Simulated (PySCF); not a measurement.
Species: C5H5F.
Atom-mapped SMILES: `[CH2:1]=[C:2]=[CH:3][C:4](=[CH2:5])[F:6]` (hydrogens: H7, H8 on C1; H9 on C3; H10, H11 on C5)

Torsions of this conformer, `[CH2:1]=[C:2]=[CH:3][C:4](=[CH2:5])[F:6]`: C2–C3–C4–C5 180°.

The closed-shell ground state was solved at several levels (PySCF, density fitting, gas phase, non-relativistic). Geometry: PBE0-D3(BJ)/def2-SVP, one conformer, isolated molecule.

```json
{"level": "PBE0/pcSseg-1", "basis functions": "127", "HOMO (eV)": "-6.86", "LUMO (eV)": "-0.92", "gap (eV)": "5.94", "dipole (D)": "1.35"}
{"level": "PBE0/def2-SVPD", "basis functions": "163", "HOMO (eV)": "-6.88", "LUMO (eV)": "-0.97", "gap (eV)": "5.91", "dipole (D)": "1.36"}
```

(1) Estimate the row for B3LYP/pcJ-1, a basis of 212 functions; the other rows only guide the guess.

(2) Over all these levels, which gives the widest orbital gap and which the narrowest?

(3) How far do the dipole and the HOMO energy spread over the levels?

Results:

(1) HOMO -6.64 eV, LUMO -1.11 eV, gap 5.53 eV, dipole 1.36 D.

(2) PBE0/pcSseg-1 (global hybrid, 25 % exact exchange) has the widest, 5.94 eV, and B3LYP/pcJ-1 (global hybrid, 20 % exact exchange) the narrowest, 5.53 eV. Functional and basis both differ between the two, so the spread mixes both effects.

(3) The dipole runs from 1.35 to 1.36 D (mean 1.36 D) and the HOMO from -6.88 to -6.64 eV.
